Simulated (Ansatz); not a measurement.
bcc Tl (high-temperature phase)

The numbers are results of LDA in Ansatz (plane waves, PAW), not measurements.

Numerical settings: plane-wave cutoff 500 eV, 26×26×26 k mesh, Fermi–Dirac smearing 0.1 eV, scalar-relativistic PAW data made under PBE.

Cell (relaxed at this level):

```cif
data_Tl2
_chemical_formula_sum 'Tl2'
_space_group_name_H-M_alt 'Im-3m'
_space_group_IT_number 229
_space_group_name_Hall '-I 4 2 3'
_cell_length_a 3.79228
_cell_length_b 3.79228
_cell_length_c 3.79228
_cell_angle_alpha 90.000
_cell_angle_beta 90.000
_cell_angle_gamma 90.000
loop_
_atom_site_label
_atom_site_type_symbol
_atom_site_symmetry_multiplicity
_atom_site_Wyckoff_symbol
_atom_site_fract_x
_atom_site_fract_y
_atom_site_fract_z
_atom_site_occupancy
Tl1 Tl 2 a 0.00000 0.00000 0.00000 1
```
(The calculation used a cell of 1 atom; values per cell refer to that cell.)

- band gap: zero (no gap)

Note: symmetry holds this phase in the static calculation, where it need not be a minimum; held by symmetry at 0 K, a high-temperature phase can be a saddle point; the volume lies 7 % below that of the published cell.

Spin–orbit coupling is not included; it can shift volumes and moduli of such heavy elements.

Computed values are for the static lattice.

It cost roughly 50 core-seconds of CPU time.

Ansatz is a quantum-chemistry and plane-wave program.
